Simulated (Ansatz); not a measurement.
# Al₂ (triplet): PBE, r2SCAN, PBE0, B3LYP, BHLYP, wB97M-V over vertical spin and charge gaps, cc-pVDZ

Aim: run Al₂ (triplet) with these functionals over vertical spin and charge gaps, and hold them against the top wave-function level at the same points.

Program: Ansatz 0.2.0, Gaussian basis. Level of theory: cc-pVDZ, all electrons in the functionals. These are calculated values, not measurements.

Plan: PBE, r2SCAN, PBE0, B3LYP, BHLYP, wB97M-V, at charge 0, triplet; charge 0, singlet; charge 0, quintet; charge 1, doublet; charge 1, quartet (not every functional at every point).

15 further runs of the same task are left out: 3 that didn't finish, 12 set aside as unsound or not needed.

### 1 What is computed

The geometry is a PBE0/def2-TZVP stationary point (not a proven minimum).

2 atoms, charge 0, spin multiplicity 3.

Atoms are counted from 1 here; the program's logs count them from 0.

Bond lengths: Al1–Al2 2.479 Å.

No dispersion term is added; wB97M-V holds VV10 nonlocal correlation. B3LYP takes the VWN-RPA correlation.

The geometry shown and the zero of energy belong to the point charge 0, triplet. The yardstick, FCI, and other wave-function levels (R restricted, U unrestricted, valence and pair active spaces) come from earlier runs.

### 2 PBE, charge 0, triplet

The input, in.yaml:

```yaml
crystal:
  periodic: [false, false, false]
  atoms:
    - {symbol: Al, position_ang: [0.000000, 0.000000, 0.000000]}
    - {symbol: Al, position_ang: [0.000000, 0.000000, 2.478843]}
basis:
  gaussian: {orbitals: cc-pVDZ}
magnetization: {spin_polarized: true, initial_magnetization: 2}
hamiltonian: {xc: {name: PBE}}
output: {orbitals: {seedname: orbitals}}
```

On the command line:

```
$ ansatz run in.yaml --threads 1 --pin off --events-out ev --progress --plain --max-ram 2393MiB
```

What it wrote (excerpt; [...] marks lines left out):

```text
Functional definition: PBE
  name "PBE"
  cite "Perdew, Burke & Ernzerhof, Phys. Rev. Lett. 77, 3865 (1996) doi:10.1103/PhysRevLett.77.3865"
  parent pbe
[...]
364 factors; integrals over basis functions are off by at most 8.1e-4 eV
[...]
mean field -13184.06977006 eV, -484.5056275664 hartree, gradient 1.2e-6 eV, S^2 2.008422; 5 other end points of the search recorded, 0 dependent functions left out
reference -13184.06979930 eV, -484.5056286408 hartree; 14, 12 occupied and 22, 24 virtual orbitals, 364 factors
Total energy: -13184.06979930 eV, -484.5056286408 hartree
```

Run time: 1.5 s. Hardware: 1 thread of Arm Neoverse V2, shared host.

From the report: ⟨S²⟩ of the determinant 2.008 (pure triplet: 2.00).

### 3 PBE, charge 0, singlet

Edit in.yaml of step 2 so:

```diff
@@ -7,3 +7,3 @@
   gaussian: {orbitals: cc-pVDZ}
-magnetization: {spin_polarized: true, initial_magnetization: 2}
+magnetization: {spin_polarized: true, initial_magnetization: 0}
 hamiltonian: {xc: {name: PBE}}
```

Launched as before.

What it wrote (excerpt; [...] marks lines left out):

```text
Functional definition: PBE
  name "PBE"
  cite "Perdew, Burke & Ernzerhof, Phys. Rev. Lett. 77, 3865 (1996) doi:10.1103/PhysRevLett.77.3865"
  parent pbe
[...]
364 factors; integrals over basis functions are off by at most 8.1e-4 eV
[...]
mean field -13183.90050939 eV, -484.4994073514 hartree, gradient 2.9e-6 eV, S^2 1.009554; 15 other end points of the search recorded, 0 dependent functions left out
reference -13183.90053680 eV, -484.4994083588 hartree; 13, 13 occupied and 23, 23 virtual orbitals, 364 factors
Total energy: -13183.90053680 eV, -484.4994083588 hartree
```

Wall time 6.5 s (1 thread of Arm Neoverse V2, shared host).

From the report: ⟨S²⟩ of the determinant 1.010 (pure singlet: 0.00). The determinant is far from a pure spin state, so its energy mixes those of several spin states (harmless only where they are near-degenerate, as at dissociation).

From charge 0, triplet: +0.169 eV.

### 4 PBE, charge 0, quintet

Edit in.yaml of step 3 so:

```diff
@@ -7,3 +7,3 @@
   gaussian: {orbitals: cc-pVDZ}
-magnetization: {spin_polarized: true, initial_magnetization: 0}
+magnetization: {spin_polarized: true, initial_magnetization: 4}
 hamiltonian: {xc: {name: PBE}}
```

Same command.

What it wrote (excerpt; [...] marks lines left out):

```text
Functional definition: PBE
  name "PBE"
  cite "Perdew, Burke & Ernzerhof, Phys. Rev. Lett. 77, 3865 (1996) doi:10.1103/PhysRevLett.77.3865"
  parent pbe
[...]
364 factors; integrals over basis functions are off by at most 8.1e-4 eV
[...]
mean field -13182.40588204 eV, -484.4444808093 hartree, gradient 4.1e-5 eV, S^2 6.000169; 0 other end points of the search recorded, 0 dependent functions left out
reference -13182.40591332 eV, -484.4444819588 hartree; 15, 11 occupied and 21, 25 virtual orbitals, 364 factors
Total energy: -13182.40591332 eV, -484.4444819588 hartree
```

It took 0.63 s on 1 thread of Arm Neoverse V2, shared host.

From the report: ⟨S²⟩ of the determinant 6.000 (pure quintet: 6.00).

From charge 0, triplet: +1.664 eV.

### 5 PBE, charge 1, doublet

Edit in.yaml of step 4 so:

```diff
@@ -7,3 +7,4 @@
   gaussian: {orbitals: cc-pVDZ}
-magnetization: {spin_polarized: true, initial_magnetization: 4}
+total_charge: 1
+magnetization: {spin_polarized: true, initial_magnetization: 1}
 hamiltonian: {xc: {name: PBE}}
```

Same command.

What it wrote (excerpt; [...] marks lines left out):

```text
Functional definition: PBE
  name "PBE"
  cite "Perdew, Burke & Ernzerhof, Phys. Rev. Lett. 77, 3865 (1996) doi:10.1103/PhysRevLett.77.3865"
  parent pbe
[...]
364 factors; integrals over basis functions are off by at most 8.1e-4 eV
[...]
mean field -13177.36547838 eV, -484.2592493913 hartree, gradient 2.3e-6 eV, S^2 0.754704; 7 other end points of the search recorded, 0 dependent functions left out
reference -13177.36550988 eV, -484.2592505490 hartree; 13, 12 occupied and 23, 24 virtual orbitals, 364 factors
Total energy: -13177.36550988 eV, -484.2592505490 hartree
```

Run time: 1.9 s. Hardware: 1 thread of Arm Neoverse V2, shared host.

From the report: ⟨S²⟩ of the determinant 0.755 (pure doublet: 0.75).

From charge 0, triplet: +6.704 eV.

### 6 PBE, charge 1, quartet

Edit in.yaml of step 5 so:

```diff
@@ -8,3 +8,3 @@
 total_charge: 1
-magnetization: {spin_polarized: true, initial_magnetization: 1}
+magnetization: {spin_polarized: true, initial_magnetization: 3}
 hamiltonian: {xc: {name: PBE}}
```

Same command.

What it wrote (excerpt; [...] marks lines left out):

```text
Functional definition: PBE
  name "PBE"
  cite "Perdew, Burke & Ernzerhof, Phys. Rev. Lett. 77, 3865 (1996) doi:10.1103/PhysRevLett.77.3865"
  parent pbe
[...]
364 factors; integrals over basis functions are off by at most 8.1e-4 eV
[...]
mean field -13175.42414132 eV, -484.1879065701 hartree, gradient 1.2e-6 eV, S^2 3.751021; 6 other end points of the search recorded, 0 dependent functions left out
reference -13175.42417501 eV, -484.1879078084 hartree; 14, 11 occupied and 22, 25 virtual orbitals, 364 factors
Total energy: -13175.42417501 eV, -484.1879078084 hartree
```

It took 2.1 s on 1 thread of Arm Neoverse V2, shared host.

From the report: ⟨S²⟩ of the determinant 3.751 (pure quartet: 3.75).

From charge 0, triplet: +8.646 eV.

### 7 r2SCAN, charge 0, triplet

The input, in.yaml:

```yaml
crystal:
  periodic: [false, false, false]
  atoms:
    - {symbol: Al, position_ang: [0.000000, 0.000000, 0.000000]}
    - {symbol: Al, position_ang: [0.000000, 0.000000, 2.478843]}
basis:
  gaussian: {orbitals: cc-pVDZ}
magnetization: {spin_polarized: true, initial_magnetization: 2}
hamiltonian: {xc: {name: r2SCAN}}
```

Launched as before.

What it wrote (excerpt; [...] marks lines left out):

```text
Functional definition: r2SCAN
  name "r2SCAN"
  cite "Furness, Kaplan, Ning, Perdew & Sun, J. Phys. Chem. Lett. 11, 8208 (2020) doi:10.1021/acs.jpclett.0c02405"
  cite "Furness, Kaplan, Ning, Perdew & Sun, J. Phys. Chem. Lett. 11, 9248 (2020) doi:10.1021/acs.jpclett.0c03077"
  parent r2scan
[...]
364 factors; integrals over basis functions are off by at most 8.1e-4 eV
[...]
mean field -13189.75225170 eV, -484.7144549147 hartree, gradient 1.6e-6 eV, S^2 2.015603; 5 other end points of the search recorded, 0 dependent functions left out
reference -13189.75226407 eV, -484.7144553694 hartree; 14, 12 occupied and 22, 24 virtual orbitals, 364 factors
Total energy: -13189.75226407 eV, -484.7144553694 hartree
```

Wall time 3.9 s (1 thread of Arm Neoverse V2, shared host).

From the report: ⟨S²⟩ of the determinant 2.016 (pure triplet: 2.00).

### 8 r2SCAN, charge 0, singlet

Edit in.yaml of step 7 so:

```diff
@@ -7,3 +7,4 @@
   gaussian: {orbitals: cc-pVDZ}
-magnetization: {spin_polarized: true, initial_magnetization: 2}
+magnetization: {spin_polarized: true, initial_magnetization: 0}
 hamiltonian: {xc: {name: r2SCAN}}
+output: {forces: true}
```

Launched as before.

What it wrote (excerpt; [...] marks lines left out):

```text
Functional definition: r2SCAN
  name "r2SCAN"
  cite "Furness, Kaplan, Ning, Perdew & Sun, J. Phys. Chem. Lett. 11, 8208 (2020) doi:10.1021/acs.jpclett.0c02405"
  cite "Furness, Kaplan, Ning, Perdew & Sun, J. Phys. Chem. Lett. 11, 9248 (2020) doi:10.1021/acs.jpclett.0c03077"
  parent r2scan
[...]
364 factors; integrals over basis functions are off by at most 8.1e-4 eV
[...]
mean field -13189.62367853 eV, -484.7097299378 hartree, gradient 3.8e-6 eV, S^2 1.018384; 14 other end points of the search recorded, 0 dependent functions left out
[...]
reference -13189.62369069 eV, -484.7097303848 hartree; 13, 13 occupied and 23, 23 virtual orbitals, 364 factors
Total energy: -13189.62369069 eV, -484.7097303848 hartree
Atom 0 at     0.000000     0.000000     0.000000 Å, force     0.000000    -0.000000    -0.103757 eV/Å
Atom 1 at     0.000000     0.000000     2.478843 Å, force    -0.000000    -0.000000     0.103757 eV/Å
Dipole moment:    -0.000000    -0.000000     0.000000 e Å
```

Run time: 16 s. Hardware: 1 thread of Arm Neoverse V2, shared host.

From the report: ⟨S²⟩ of the determinant 1.018 (pure singlet: 0.00). The determinant is far from a pure spin state, so its energy mixes those of several spin states (harmless only where they are near-degenerate, as at dissociation).

From charge 0, triplet: +0.129 eV.

### 9 r2SCAN, charge 0, quintet

Edit in.yaml of step 8 so:

```diff
@@ -7,4 +7,3 @@
   gaussian: {orbitals: cc-pVDZ}
-magnetization: {spin_polarized: true, initial_magnetization: 0}
+magnetization: {spin_polarized: true, initial_magnetization: 4}
 hamiltonian: {xc: {name: r2SCAN}}
-output: {forces: true}
```

The command is unchanged.

What it wrote (excerpt; [...] marks lines left out):

```text
Functional definition: r2SCAN
  name "r2SCAN"
  cite "Furness, Kaplan, Ning, Perdew & Sun, J. Phys. Chem. Lett. 11, 8208 (2020) doi:10.1021/acs.jpclett.0c02405"
  cite "Furness, Kaplan, Ning, Perdew & Sun, J. Phys. Chem. Lett. 11, 9248 (2020) doi:10.1021/acs.jpclett.0c03077"
  parent r2scan
[...]
364 factors; integrals over basis functions are off by at most 8.1e-4 eV
[...]
mean field -13188.40596207 eV, -484.6649796834 hartree, gradient 1.8e-5 eV, S^2 6.000806; 1 other end points of the search recorded, 0 dependent functions left out
reference -13188.40597430 eV, -484.6649801329 hartree; 15, 11 occupied and 21, 25 virtual orbitals, 364 factors
Total energy: -13188.40597430 eV, -484.6649801329 hartree
```

Run time: 1.8 s. Hardware: 1 thread of Arm Neoverse V2, shared host.

From the report: ⟨S²⟩ of the determinant 6.001 (pure quintet: 6.00).

From charge 0, triplet: +1.346 eV.

### 10 r2SCAN, charge 1, doublet

Edit in.yaml of step 9 so:

```diff
@@ -7,3 +7,5 @@
   gaussian: {orbitals: cc-pVDZ}
-magnetization: {spin_polarized: true, initial_magnetization: 4}
+total_charge: 1
+magnetization: {spin_polarized: true, initial_magnetization: 1}
 hamiltonian: {xc: {name: r2SCAN}}
+output: {forces: true}
```

Launched as before.

What it wrote (excerpt; [...] marks lines left out):

```text
Functional definition: r2SCAN
  name "r2SCAN"
  cite "Furness, Kaplan, Ning, Perdew & Sun, J. Phys. Chem. Lett. 11, 8208 (2020) doi:10.1021/acs.jpclett.0c02405"
  cite "Furness, Kaplan, Ning, Perdew & Sun, J. Phys. Chem. Lett. 11, 9248 (2020) doi:10.1021/acs.jpclett.0c03077"
  parent r2scan
[...]
364 factors; integrals over basis functions are off by at most 8.1e-4 eV
[...]
mean field -13182.92380041 eV, -484.4635139582 hartree, gradient 8.6e-6 eV, S^2 0.758868; 8 other end points of the search recorded, 0 dependent functions left out
[...]
reference -13182.92381360 eV, -484.4635144431 hartree; 13, 12 occupied and 23, 24 virtual orbitals, 364 factors
Total energy: -13182.92381360 eV, -484.4635144431 hartree
Atom 0 at     0.000000     0.000000     0.000000 Å, force    -0.000000    -0.000000    -1.440145 eV/Å
Atom 1 at     0.000000     0.000000     2.478843 Å, force    -0.000000    -0.000000     1.440145 eV/Å
Dipole moment:    -0.000000    -0.000000    -0.000000 e Å
```

It took 5.5 s on 1 thread of Arm Neoverse V2, shared host.

From the report: ⟨S²⟩ of the determinant 0.759 (pure doublet: 0.75).

From charge 0, triplet: +6.828 eV.

### 11 r2SCAN, charge 1, quartet

Edit in.yaml of step 10 so:

```diff
@@ -8,4 +8,3 @@
 total_charge: 1
-magnetization: {spin_polarized: true, initial_magnetization: 1}
+magnetization: {spin_polarized: true, initial_magnetization: 3}
 hamiltonian: {xc: {name: r2SCAN}}
-output: {forces: true}
```

The command is unchanged.

What it wrote (excerpt; [...] marks lines left out):

```text
Functional definition: r2SCAN
  name "r2SCAN"
  cite "Furness, Kaplan, Ning, Perdew & Sun, J. Phys. Chem. Lett. 11, 8208 (2020) doi:10.1021/acs.jpclett.0c02405"
  cite "Furness, Kaplan, Ning, Perdew & Sun, J. Phys. Chem. Lett. 11, 9248 (2020) doi:10.1021/acs.jpclett.0c03077"
  parent r2scan
[...]
364 factors; integrals over basis functions are off by at most 8.1e-4 eV
[...]
mean field -13181.36021103 eV, -484.4060531085 hartree, gradient 5.3e-7 eV, S^2 3.753371; 9 other end points of the search recorded, 0 dependent functions left out
reference -13181.36022447 eV, -484.4060536024 hartree; 14, 11 occupied and 22, 25 virtual orbitals, 364 factors
Total energy: -13181.36022447 eV, -484.4060536024 hartree
```

Run time: 10 s. Hardware: 1 thread of Arm Neoverse V2, shared host.

From the report: ⟨S²⟩ of the determinant 3.753 (pure quartet: 3.75).

From charge 0, triplet: +8.392 eV.

### 12 PBE0, charge 0, triplet

The input, in.yaml:

```yaml
crystal:
  periodic: [false, false, false]
  atoms:
    - {symbol: Al, position_ang: [0.000000, 0.000000, 0.000000]}
    - {symbol: Al, position_ang: [0.000000, 0.000000, 2.478843]}
basis:
  gaussian: {orbitals: cc-pVDZ}
magnetization: {spin_polarized: true, initial_magnetization: 2}
hamiltonian: {xc: {name: PBE0}}
output: {orbitals: {seedname: orbitals}}
```

Launched as before.

What it wrote (excerpt; [...] marks lines left out):

```text
Functional definition: PBE0
  name "PBE0"
  cite "Adamo & Barone, J. Chem. Phys. 110, 6158 (1999) doi:10.1063/1.478522"
  cite "Perdew, Burke & Ernzerhof, Phys. Rev. Lett. 77, 3865 (1996) doi:10.1103/PhysRevLett.77.3865"
  parent pbe
[...]
364 factors; integrals over basis functions are off by at most 8.1e-4 eV
[...]
mean field -13185.16330496 eV, -484.5458142325 hartree, gradient 1.7e-6 eV, S^2 2.010119; 5 other end points of the search recorded, 0 dependent functions left out
reference -13185.16332685 eV, -484.5458150369 hartree; 14, 12 occupied and 22, 24 virtual orbitals, 364 factors
Total energy: -13185.16332685 eV, -484.5458150369 hartree
```

It took 2.3 s on 1 thread of Arm Neoverse V2, shared host.

From the report: ⟨S²⟩ of the determinant 2.010 (pure triplet: 2.00).

Orbitals, density, ELF and potential are computed afterwards from the orbital file.

Frontier orbitals at PBE0/cc-pVDZ (alpha spin), with the share of their density that lies nearest to each atom:

```
orbital  energy (eV)                   lies on
   HOMO        -4.86  Al1, Al2 about 50 % each
   LUMO        -3.12  Al1, Al2 about 50 % each
```

ELF in a plane through or near 2 of the atoms.

Ten even steps from '0' (0.00) to '9' (0.94):
```
0000001112211111122111000000
0000012344432222344432100000
0001245666654334566665320000
0002467888875445788887642000
0013578899876556788988753100
0025799998887667888999975200
0147999853467767644589997410
0258996310014665100036998620
0379992148622552267303899730
0379981177851451388702799730
0379981176851451477702799730
0379992148722552267303899730
0258996411124665111136998520
0147999854467667644589997410
0025799998887667888999975200
0013578899876556789988753100
0002467888875445788887642000
0001235666654334566665320000
0000012344432222344432100000
0000001112211111122111000000
```
The map spans 7.7 Å across and 5.2 Å up, centred on the molecule. Atoms in the plane (x, y in Å): Al1 (-1.2, 0.0), Al2 (1.2, 0.0).

On the surface of density 0.002 e/bohr³ the electrostatic potential runs, from the 1st to the 99th percentile, from -0.23 to 1.34 V.

The spin density lies nearest to Al1, Al2 about 50 % each.

(Part 1 of 3 ends here.)
